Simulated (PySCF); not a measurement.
AlP⁻ at M06

Level: M06. Al def2-TZVPPD, P def2-TZVPPD; no relativity (PySCF 2.14).

* state: ²Σ⁺ (doublet), unpaired electrons σ ↑
* bond length: 4.011 bohr
* harmonic wavenumber: 552 cm⁻¹
* force constant: 2.59 mdyn/Å
* rotational constant Be: 0.2596 cm⁻¹
* anharmonicity ωexe: 2.66 cm⁻¹
* vibration–rotation constant αe: 0.00156 cm⁻¹
* bond order (Mayer): 2.64
* dipole moment (positive dipole points towards P; it is taken about the centre of mass and depends on that origin): -1.76 D

The state was picked by a PBE0 search and need not be the measured ground state.
